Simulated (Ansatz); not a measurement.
Reaction (SMILES): C=CCl → [CH]=CCl + H atom
B3LYP-D3(BJ)/def2-TZVP geometries, fixed; electronic energies without zero-point terms.
Largest species:
```xyz
6

C      0.0112     0.7589    -0.0124
C      1.3049     1.0233     0.0034
Cl    -0.6370    -0.8532     0.0042
H     -0.7591     1.5163    -0.0370
H      2.0529     0.2431     0.0280
H      1.6388     2.0524    -0.0084
```

The bond dissociation energy at MP2 with Ansatz (a quantum-chemistry and plane-wave program), in kcal/mol, split into its Hartree-Fock and correlation parts. Cores are frozen. An unrestricted Hartree-Fock determinant is markedly spin-contaminated. Open shells are unrestricted. No added dispersion term, no relativity. Functions are those of the species that has most.

```
basis        X  functions  Hartree-Fock     MP2
-----------  -  ---------  ------------  ------
cc-pV(D+d)Z  2         66         91.43  120.11
cc-pV(T+d)Z  3        141         92.01  124.46
cc-pV(Q+d)Z  4        264         92.04  125.73
```

Worked estimate of the basis-set limit from each neighbouring pair, with Hartree-Fock from the larger set and the correlation part extrapolated as X^-3.
Correlation parts: X = 2: 28.68, X = 3: 32.45, X = 4: 33.69.
- (2,3): (27·(32.45) - 8·(28.68))/19 = 34.04; with Hartree-Fock 92.01 the estimate is 126.05 kcal/mol.
- (3,4): (64·(33.69) - 27·(32.45))/37 = 34.59; with Hartree-Fock 92.04 the estimate is 126.63 kcal/mol.
The last two estimates differ by 0.59 kcal/mol; the largest set lies 0.90 from the last. Over the last step Hartree-Fock moves by 0.03 and the correlation part by 1.24.
